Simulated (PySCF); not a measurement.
# CH4ClSi: the cost of one run

The runs use PySCF 2.14.0, with density-fitted response routines of our own; the level of theory stands in each step. All values are computed, except where a source is named. Atoms count from 0, in the outputs and in this text.

### 1 The starting structure

7 atoms, charge -1, multiplicity 1; geometry from: GFN2-xTB. The atoms were then displaced at random by about 0.01 Å, so the start is not that level's minimum.

Bonds of the start (Å): C0–Si1 1.90, Si1–Cl2 2.29, C0–H3 1.06, C0–H4 1.10, C0–H5 1.13, Si1–H6 1.50.

### 2 Optimising the geometry at PBE0-D3(BJ)/def2-SVP

The job: settings as JSON, then the geometry in Å.

```
{"job": {"xc": "PBE0", "basis": "def2-SVP", "d3": "d3bj", "grid": 1, "shake": 0.01, "kind": "geom"}, "charge": -1, "multiplicity": 1}
C     -0.795880    -0.002430     0.031370
Si     0.937760     0.535360     0.591360
Cl     1.987750    -1.470230     0.270740
H     -1.263550    -0.620820     0.760080
H     -0.850130    -0.508820    -0.942740
H     -1.442390     0.923850    -0.066550
H      1.460390     1.113990    -0.694190
```

Launch:

```console
OMP_NUM_THREADS=1 python probes_run.py task.json out
```

One launch serves the whole session: the jobs run in the order shown.

Q: Estimate the wall time and peak memory of this first job on 1 thread of Arm Neoverse V2, shared host.

About 6.4 s, with a peak of 0.31 GiB.
